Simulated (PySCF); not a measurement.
## First hyperpolarisability: 4-methyl-2-pentyne (SMILES CC#CC(C)C)

Molfile (atoms numbered from 1):
```
C6H10
     RDKit          3D

 16 15  0  0  0  0  0  0  0  0999 V2000
    3.1061    0.4003    0.1938 C   0  0  0  0  0  0  0  0  0  0  0  0
    1.6596    0.3166    0.0637 C   0  0  0  0  0  0  0  0  0  0  0  0
    0.4539    0.2550   -0.0523 C   0  0  0  0  0  0  0  0  0  0  0  0
   -1.0030    0.1553   -0.1692 C   0  0  0  0  0  0  0  0  0  0  0  0
   -1.6874    0.4890    1.1588 C   0  0  0  0  0  0  0  0  0  0  0  0
   -1.4223   -1.2227   -0.6874 C   0  0  0  0  0  0  0  0  0  0  0  0
    3.4503    1.4461    0.1616 H   0  0  0  0  0  0  0  0  0  0  0  0
    3.6125   -0.1425   -0.6198 H   0  0  0  0  0  0  0  0  0  0  0  0
    3.4479   -0.0337    1.1467 H   0  0  0  0  0  0  0  0  0  0  0  0
   -1.3239    0.9079   -0.9130 H   0  0  0  0  0  0  0  0  0  0  0  0
   -1.3996   -0.2370    1.9348 H   0  0  0  0  0  0  0  0  0  0  0  0
   -1.4045    1.4911    1.5120 H   0  0  0  0  0  0  0  0  0  0  0  0
   -2.7822    0.4566    1.0471 H   0  0  0  0  0  0  0  0  0  0  0  0
   -2.5148   -1.2702   -0.8159 H   0  0  0  0  0  0  0  0  0  0  0  0
   -0.9496   -1.4454   -1.6547 H   0  0  0  0  0  0  0  0  0  0  0  0
   -1.1254   -2.0094    0.0233 H   0  0  0  0  0  0  0  0  0  0  0  0
  1  2  1  0
  2  3  3  0
  3  4  1  0
  4  5  1  0
  4  6  1  0
  1  7  1  0
  1  8  1  0
  1  9  1  0
  4 10  1  0
  5 11  1  0
  5 12  1  0
  5 13  1  0
  6 14  1  0
  6 15  1  0
  6 16  1  0
M  END
```

Level of theory: quadratic response CAM-B3LYP/def2-TZVPD first hyperpolarisability, Taylor convention, gas phase in PySCF. Geometry: PBE0-D3(BJ)/def2-SVP.

**Question.** Give β for the processes computed.

**Answer.** In au, Taylor convention; the vector part is βᵢ = ⅓ Σⱼ (βᵢⱼⱼ + βⱼᵢⱼ + βⱼⱼᵢ); β∥ is 3/5 of the vector part along the dipole, the dipole points from − to +:
```
                   process  λ (nm)  β vector norm    β∥  β HRS  depolarisation ratio
           static β(0;0,0)       ∞          102.0  57.5   39.1                  6.84
second harmonic β(−2ω;ω,ω)    1907          107.3  60.5   41.1                  6.81
         Pockels β(−ω;ω,0)    1907          103.7  58.5      –                     –
second harmonic β(−2ω;ω,ω)    1064          120.6  68.1   46.0                  6.72
         Pockels β(−ω;ω,0)    1064          107.7  60.7      –                     –
```

**Question.** Which lowest excitations, dipole and polarisabilities go with it?

**Answer.** S1 6.40 eV (f = 0.010); S2 6.44 eV (f = 0.012); S3 6.52 eV (f = 0.010); dipole 0.10 D; isotropic α 75.9 au static, 76.1 au at 1907 nm, 76.5 au at 1064 nm, 76.7 au at 953.5 nm, 78.6 au at 532 nm.
